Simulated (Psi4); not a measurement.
# SVWN5/def2-SVPD run of [S4]2+ ([S4]2+)

Aim: the vertical electron affinity of [S4]2+ ([S4]2+) at SVWN5/def2-SVPD, from 2 runs. 

The results are computed with Psi4 1.11.

3 further runs of the same task are left out: 1 that didn't finish, 2 set aside as unsound or not needed.

## (1) The system as given

The species is [S4]2+ (4 atoms), meant as a singlet with charge +2. Geometry: relaxed at GFN2-xTB.

Bond lengths: S1–S2 2.051 Å, S2–S3 2.051 Å, S1–S4 2.051 Å, S3–S4 2.051 Å. Angles: S1–S2–S3 90.0°, S2–S1–S4 90.0°, S2–S3–S4 90.0°, S1–S4–S3 90.0°.

## (2) Energy and forces at SVWN5/def2-SVPD

Contents of job.in:

```
memory 1600 MB

molecule m {
  2 1
  S     -1.38078508    -1.50227558    -1.82906592
  S      2.35877505    -0.69526804    -1.20919795
  S      1.38082288     1.50314485     1.82859348
  S     -2.35883174     0.69437986     1.20965149
  units bohr
  symmetry c1
  no_reorient
  no_com
}

set {
  basis def2-SVPD
  puream true
  e_convergence 1e-09
  d_convergence 1e-08
  scf_type pk
  dft_radial_points 99
  dft_spherical_points 590
}

E, wfn = gradient("scf", dft_functional={"name": "SVWN5", "x_functionals": {"LDA_X": {}}, "c_functionals": {"LDA_C_VWN": {}}}, return_wfn=True)
oeprop(wfn, "WIBERG_LOWDIN_INDICES", "DIPOLE", "QUADRUPOLE", title="SCF")
```

Launch:

```sh
$ psi4 -i job.in -o job.out -n 1
```

job.out (excerpt; [...] marks lines left out):

```text
[...]
  Running in c1 symmetry.
[...]
  Nuclear repulsion =  357.649373433028927
[...]
  Multiplicity = 1
[...]
  Nalpha       = 31
  Nbeta        = 31
[...]
    Number of basis functions: 108
[...]
   @RKS iter   1: -1585.99833136045800    1.17296e+00   1.32684e-03 ADIIS/DIIS
[...]
   @RKS iter  11: -1586.00771792941032    9.09495e-13   1.49548e-09 DIIS
[...]
    Orbital Energies [Eh]
    ---------------------
    Doubly Occupied:
       1A    -88.261886     2A    -88.261839     3A    -88.261839
       4A    -88.261708     5A     -8.204190     6A     -8.204124
       7A     -8.204124     8A     -8.204001     9A     -6.266211
      10A     -6.266171    11A     -6.266171    12A     -6.266091
      13A     -6.262836    14A     -6.262779    15A     -6.262778
      16A     -6.262672    17A     -6.256899    18A     -6.256877
      19A     -6.256877    20A     -6.256858    21A     -1.330503
      22A     -1.175311    23A     -1.175205    24A     -0.989406
      25A     -0.927794    26A     -0.869290    27A     -0.837309
      28A     -0.785307    29A     -0.785270    30A     -0.728570
      31A     -0.728511
[...]
  @RKS Final Energy: -1586.00771792941032
   => Energetics <=
    Nuclear Repulsion Energy =            357.6493734330289271
    One-Electron Energy =               -2879.1380992792851430
    Two-Electron Energy =                1032.0584350846845609
    DFT Exchange-Correlation Energy =     -96.5774271678385219
    Empirical Dispersion Energy =           0.0000000000000000
    VV10 Nonlocal Energy =                  0.0000000000000000
    Total Energy =                      -1586.0077179294103189
[...]
  -Total Gradient:
     Atom            X                  Y                   Z
    ------   -----------------  -----------------  -----------------
       1        0.002497959887     0.002840900125     0.003427998517
       2       -0.004339297416     0.001298430301     0.002294843230
       3       -0.002467336739    -0.002769907141    -0.003423602217
       4        0.004308675388    -0.001369423144    -0.002299239490
[...]
 Multipole Moments:
 ------------------------------------------------------------------------------------
     Multipole            Electronic (a.u.)      Nuclear  (a.u.)        Total (a.u.)
 ------------------------------------------------------------------------------------
 L = 1.  Multiply by 2.5417464519 to convert [e a0] to [Debye]
 Dipole X            :          0.0003099           -0.0003022            0.0000076
 Dipole Y            :          0.0003172           -0.0003026            0.0000147
 Dipole Z            :          0.0003229           -0.0003024            0.0000205
 Magnitude           :                                                    0.0000264
 L = 2.  Multiply by 1.3450342976 to convert [e a0^2] to [Debye ang]
 Quadrupole XX       :       -258.6878430          239.0583388          -19.6295042
 Quadrupole XY       :        -13.1085194           13.9518456            0.8433262
[...]
```

Wall time 11 s (1 thread of Intel Xeon 6975P-C (Granite Rapids), shared host); peak memory 0.54 GiB.

## (3) Doublet [S4]+, same level

Contents of s4.inp:

```
memory 1600 mb

molecule molecule1 {
  1 2
  S     -0.730680    -0.794970    -0.967900
  S      1.248210    -0.367920    -0.639880
  S      0.730700     0.795430     0.967650
  S     -1.248240     0.367450     0.640120
  symmetry c1
}

set {
  basis def2-SVPD
  reference uks
  puream true
  e_convergence 1e-09
  d_convergence 1e-08
  scf_type pk
  dft_radial_points 99
  dft_spherical_points 590
  maxiter 200
}

e, wfn = gradient('scf', dft_functional={"name": "SVWN5", "x_functionals": {"LDA_X": {}}, "c_functionals": {"LDA_C_VWN": {}}}, return_wfn=True)
oeprop(wfn, 'MAYER_INDICES', 'LOWDIN_CHARGES', 'WIBERG_LOWDIN_INDICES')
print_variables()
```

Launch:

```sh
$ psi4 -i s4.inp -o s4.out -n 1
```

s4.out (excerpt; [...] marks lines left out):

```text
[...]
  Running in c1 symmetry.
[...]
  Nuclear repulsion =  357.649373401669664
[...]
  Multiplicity = 2
[...]
  Nalpha       = 32
  Nbeta        = 31
[...]
    Number of basis functions: 108
[...]
   @UKS iter   1: -1586.49310800561466    6.78184e-01   2.08240e-03 DIIS/ADIIS
[...]
   @UKS iter  10: -1586.51574579751059   -2.47837e-11   6.26241e-09 DIIS
[...]
   @S^2 Observed:                7.505976315E-01
[...]
  @UKS Final Energy: -1586.51574579751059
   => Energetics <=
    Nuclear Repulsion Energy =            357.6493734016696635
    One-Electron Energy =               -2894.9910160355548214
    Two-Electron Energy =                1047.7765747930106954
    DFT Exchange-Correlation Energy =     -96.9506779566360137
    Empirical Dispersion Energy =           0.0000000000000000
    VV10 Nonlocal Energy =                  0.0000000000000000
    Total Energy =                      -1586.5157457975105899
[...]
 Multipole Moments:
 ------------------------------------------------------------------------------------
     Multipole            Electronic (a.u.)      Nuclear  (a.u.)        Total (a.u.)
 ------------------------------------------------------------------------------------
 L = 1.  Multiply by 2.5417464519 to convert [e a0] to [Debye]
 Dipole X            :          0.0000167            0.0000000            0.0000167
 Dipole Y            :          0.0000169            0.0000000            0.0000169
 Dipole Z            :          0.0000205            0.0000000            0.0000205
 Magnitude           :                                                    0.0000314
[...]
  -Total Gradient:
     Atom            X                  Y                   Z
    ------   -----------------  -----------------  -----------------
       1        0.010898862079     0.011962848355     0.014580104869
       2       -0.018693780920     0.005553516982     0.009637513345
       3       -0.010859817388    -0.011939010561    -0.014533776528
       4        0.018654737319    -0.005577354623    -0.009683841628
[...]
```

It took 14 s on 1 thread of Intel Xeon 6975P-C (Granite Rapids), shared host; peak memory 0.54 GiB.

## (4) Outcome

Level: SVWN5/def2-SVPD.

```
                                          quantity           value
                      singlet [S4]2+: total energy  -1586.00772 Eh
                       singlet [S4]2+: HOMO energy       -19.82 eV
                       singlet [S4]2+: LUMO energy       -16.97 eV
                     singlet [S4]2+: HOMO–LUMO gap         2.86 eV
          singlet [S4]2+: largest force on an atom      0.263 eV/Å
                       doublet [S4]+: total energy  -1586.51575 Eh
 doublet [S4]+: HOMO energy (highest over α and β)       -10.72 eV
  doublet [S4]+: LUMO energy (lowest over α and β)       -10.36 eV
                               doublet [S4]+: ⟨S²⟩           0.751
           doublet [S4]+: largest force on an atom      1.120 eV/Å
vertical electron affinity (to the doublet cation)       13.824 eV
```

At fixed nuclei the extra electron is bound by 13.82 eV (1334 kJ/mol). The largest force (singlet [S4]2+) is 0.26 eV/Å: the shape isn't a stationary point for this species at this level.
